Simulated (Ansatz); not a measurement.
Ansatz (an electronic-structure program) input:

Ansatz 0.2 input:
```yaml
crystal:
  periodic: [false, false, false]
  atoms:
    - {symbol: O, position_ang: [0.06503772, -0.68601455, 0.05727429]}
    - {symbol: C, position_ang: [-0.03288225, 0.83440006, 0.03073175]}
    - {symbol: C, position_ang: [1.42147281, -1.28712423, -0.01533926]}
    - {symbol: C, position_ang: [-1.48368758, 1.21030101, 0.00174931]}
    - {symbol: H, position_ang: [0.47728944, 1.12131012, 0.94601548]}
    - {symbol: H, position_ang: [0.52928146, 1.15356487, -0.84533226]}
    - {symbol: H, position_ang: [1.27766083, -2.36044626, 0.05765461]}
    - {symbol: H, position_ang: [1.89028205, -0.99298470, -0.95099819]}
    - {symbol: H, position_ang: [1.95495536, -0.90470467, 0.84810251]}
    - {symbol: H, position_ang: [-1.97704985, 0.87309367, -0.91220944]}
    - {symbol: H, position_ang: [-2.01557038, 0.83306845, 0.87432017]}
    - {symbol: H, position_ang: [-1.54411666, 2.30045640, 0.01467203]}
    - {symbol: H, position_ang: [-0.54245191, -1.08070251, -0.59326989]}
basis:
  gaussian:
    orbitals: def2-TZVP
hamiltonian:
  xc: b3lyp
  dispersion: d3bj
total_charge: 1
phonons: {temperatures: {t_min: 298.15, t_max: 298.15, t_step: 100}}
```

What final total energy does it print?

-194.75890 Eh (B3LYP-D3(BJ)/def2-TZVP). The basis has 178 functions. The run takes roughly 7 core-minutes.

It need not be the lowest isomer of its formula.
